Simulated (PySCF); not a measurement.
Numbering as in the mapped SMILES `[CH3:1][C:2]([CH3:3])([Cl:4])[Cl:5]` (H(Xn): hydrogen on atom n).

Geometry: PBE0-D3(BJ)/def2-TZVP; GIAO absolute shieldings from PySCF 2.14.0 with density-fitted response routines, gas phase, non-relativistic, averaged over equivalent atoms.

At PBE0/pcSseg-2 (278 basis functions, 33 s wall time on 1 thread of an Arm Neoverse V1, shared host):
```json
{"atoms": "C2", "σ (ppm)": "84.4"}
{"atoms": "C1/C3", "σ (ppm)": "144.0"}
{"atoms": "Cl4/Cl5", "σ (ppm)": "586.6"}
{"atoms": "H(C1)/H(C3)", "σ (ppm)": "29.51"}
```

Predict the values at B97-2/pcSseg-2 on the same geometry.

Answers


| atoms | σ at B97-2/pcSseg-2 | change |
| --- | --- | --- |
| C2 | 83.4 | -1.0 |
| C1/C3 | 143.8 | -0.2 |
| Cl4/Cl5 | 591.9 | +5.3 |
| H(C1)/H(C3) | 29.61 | +0.10 |

The largest change is at Cl4/Cl5 (chlorine bonded to C). Cost: 278 basis functions, 30 s wall time on 1 thread of an Arm Neoverse V1, shared host.

Carbons that carry Cl, above all several Cl atoms, come out too deshielded, partly because spin–orbit coupling is missing.
